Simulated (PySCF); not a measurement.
Simulated C 1s region for E-2,4-pentadienenitrile (`C(#N)/C=C/C=C`), binding energy against the vacuum level.

Every computed line was given a Gaussian of 0.5 eV full width at half maximum and an area set by the number of equivalent atoms; the highest printed point is 100. Theory: PySCF, delta-SCF UKS SCAN, pcX-2 on the ionised atom, pcseg-1 elsewhere, spin-free X2C.

```json
{"binding energy (eV)": "289.9", "intensity": "0"}
{"binding energy (eV)": "290.0", "intensity": "0"}
{"binding energy (eV)": "290.1", "intensity": "2"}
{"binding energy (eV)": "290.2", "intensity": "5"}
{"binding energy (eV)": "290.3", "intensity": "11"}
{"binding energy (eV)": "290.4", "intensity": "20"}
{"binding energy (eV)": "290.5", "intensity": "30"}
{"binding energy (eV)": "290.6", "intensity": "35"}
{"binding energy (eV)": "290.7", "intensity": "33"}
{"binding energy (eV)": "290.8", "intensity": "26"}
{"binding energy (eV)": "290.9", "intensity": "20"}
{"binding energy (eV)": "291.0", "intensity": "20"}
{"binding energy (eV)": "291.1", "intensity": "31"}
{"binding energy (eV)": "291.2", "intensity": "51"}
{"binding energy (eV)": "291.3", "intensity": "76"}
{"binding energy (eV)": "291.4", "intensity": "95"}
{"binding energy (eV)": "291.5", "intensity": "100"}
{"binding energy (eV)": "291.6", "intensity": "90"}
{"binding energy (eV)": "291.7", "intensity": "73"}
{"binding energy (eV)": "291.8", "intensity": "58"}
{"binding energy (eV)": "291.9", "intensity": "48"}
{"binding energy (eV)": "292.0", "intensity": "40"}
{"binding energy (eV)": "292.1", "intensity": "31"}
{"binding energy (eV)": "292.2", "intensity": "20"}
{"binding energy (eV)": "292.3", "intensity": "11"}
{"binding energy (eV)": "292.4", "intensity": "5"}
{"binding energy (eV)": "292.5", "intensity": "2"}
{"binding energy (eV)": "292.6", "intensity": "0"}
{"binding energy (eV)": "292.7", "intensity": "0"}
```

How many maxima does the curve show, and how many computed lines lie under it?

The curve has 2 maxima (at 290.6 and 291.5 eV). Under it lie 5 lines from 5 inequivalent carbon sites. At this width some lines have no maximum of their own.

Decompose the envelope and assign each component. Numbering: `[CH2:1]=[CH:2]/[CH:3]=[CH:4]/[C:5]#[N:6]`.

| position (eV) | relative area | line | atoms | environment |
| --- | --- | --- | --- | --- |
| 290.62 | 1 | C 1s | C1 | terminal =CH2 carbon |
| 291.36 | 1 | C 1s | C2 | alkene CH carbon |
| 291.48 | 1 | C 1s | C3 | alkene CH carbon |
| 291.55 | 1 | C 1s | C4 | alkene CH carbon |
| 291.97 | 1 | C 1s | C5 | nitrile carbon |

What are the centre and the root-mean-square width of the whole band?

The area-weighted mean of the lines is 291.40 eV. Their own spread about it is 0.44 eV (rms) and each Gaussian has σ = 0.5/2.355 = 0.21 eV; the variances add, which gives 0.49 eV.

Lowest listed C 1s: C1, bonded to C (double bond) and 2 H. Highest, 1.35 eV above it: C5, bonded to N (triple bond) and C. The widest gap between neighbouring values is 0.74 eV, between 290.62 and 291.36 eV.

Shake-up satellites, vibrational structure and lifetime widths aren't simulated. Spin contamination (⟨S²⟩ against 0.75 for a pure doublet) is marked for C 1s of C2 (0.94) and C 1s of C3 (0.95), which makes these values less certain. The structure is a single PBE0-D3(BJ)/def2-SVP conformer in the gas phase; no vibrational or solvent corrections.

Shape of the structure used: `[CH2:1]=[CH:2]/[CH:3]=[CH:4]/[C:5]#[N:6]`: C1–C2–C3–C4 180°.
